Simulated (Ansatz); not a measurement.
Geometry optimisation, RKS PBE-D4/def2-SVP in Ansatz.

Input file:

```yaml
crystal:
  periodic: [false, false, false]
  atoms:
    - { symbol: B, position_ang: [0.038001, 0.382938, -0.396431] }
    - { symbol: O, position_ang: [0.008567, -0.011713, 2.164336] }
    - { symbol: H, position_ang: [-0.945399, -0.224288, 2.178936] }
    - { symbol: H, position_ang: [1.081204, -0.142059, -0.718069] }
    - { symbol: H, position_ang: [-1.029488, -0.145579, -0.635746] }
    - { symbol: H, position_ang: [0.050106, 1.502586, 0.045485] }
    - { symbol: H, position_ang: [0.00871, 0.918915, 1.817089] }
basis:
  gaussian: { orbitals: def2-SVP }
hamiltonian:
  xc: pbe
  dispersion: d4
relax:
  f_tol: 0.03
  max_steps: 50
```

Run as:

```bash
$ ansatz run input.yaml --threads 1 --pin off --max-ram 2048MiB --backend cpu --events-out ev --progress --plain --runs-dir out
```

**Question.** Where does it end, and by what steps?

**Answer.** It converged. The force dipped under the threshold on the way, but the program's further checks kept it going. After 11 steps the energy has fallen by 0.653 eV; H7 moved furthest, 0.63 Å. Joined: B1–O2 (2.59 → 1.69 Å).

```tsv
step	energy less start (eV)	largest force component (eV/Å)	accepted
0	0.0000	0.733	yes
1	-0.1407	1.620	yes
2	-0.3310	1.860	yes
3	-0.4946	1.803	yes
4	-0.5960	0.515	yes
5	-0.6046	0.328	yes
6	-0.6423	0.210	yes
7	-0.6512	0.023	yes
8	-0.6411	0.629	no
9	-0.6521	0.025	yes
10	-0.6521	0.145	no
11	-0.6526	0.013	yes
```

```xyz
7
Properties=species:S:1:pos:R:3
B -0.040 0.338 -0.064
O -0.130 -0.039 1.584
H -1.024 0.221 1.883
H 1.106 0.014 -0.347
H -0.919 -0.369 -0.541
H -0.265 1.549 -0.104
H 0.484 0.567 2.045
```

Whether the end is a true minimum wasn't checked by a vibrational analysis.

Run time: 12 s on 1 thread of Arm Neoverse V1, on a shared host, peak memory 0.1 GiB.
